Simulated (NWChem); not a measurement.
Species: C$_{2}$H$_{6}$OS cation, doublet; SMILES of the neutral closed-shell parent O=S(C)C

```xyz
10

C      0.7525     0.1704    -1.4607
S     -0.1412    -0.3345     0.0000
C      0.7525     0.1704     1.4607
O     -1.5293     0.2226     0.0000
H      0.1309    -0.1342    -2.3158
H      1.7133    -0.3654    -1.4673
H      0.8876     1.2625    -1.4313
H      0.8876     1.2625     1.4313
H      0.1309    -0.1342     2.3158
H      1.7133    -0.3654     1.4673
```
Atoms are numbered in this order, from 1.

Results from NWChem. Spin-unrestricted. In the optimisation the excess spin sits in a' (Cs, its own frame). The geometry was optimised at PBE0/def2-SVP, spin-unrestricted. This spin state was assumed; another may lie lower. No stability test was run on the SCF state. Level B3LYP/def2-SVP: energy and gradient on several grids; changes count from the extra-fine grid, which is no exact limit either.

```csv
grid,size of the energy change (μHa),largest change of a gradient component (μHa/bohr),"time, medium = 1 (rough)"
xcoarse,900,700,about 1
coarse,< 10,200,about 1
medium,< 10,< 30,about 1
fine,< 10,< 30,about 1
xfine,< 10,< 30,3
```
